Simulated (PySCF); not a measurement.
Isomers of C3H4. All species are isolated molecules in the gas phase. Strings in code marks are SMILES.

The vertical ionisation energy (Delta-SCF) from two functionals at the same geometries (B3LYP-D3(BJ)/def2-TZVP), both in PySCF: PBE-D3(BJ)/def2-TZVP and M06-2X/def2-TZVP. Delta-SCF ions had no search for a lower state. 

```tsv
species	PBE-D3(BJ)/def2-TZVP (eV)
`C#CC`	10.24
`C=C=C`	10.02
`C1CC=1`	9.73
```

Task: What does M06-2X/def2-TZVP give for each?

Result: 
- `C#CC`: 10.43
- `C=C=C`: 10.25
- `C1CC=1`: 9.90
Over these rows, drawn at random from the members with no instability flagged (it was tested for open shells, ions and some series alone), PBE minus M06-2X: mean -0.19 eV, from -0.22 eV to -0.17 eV.
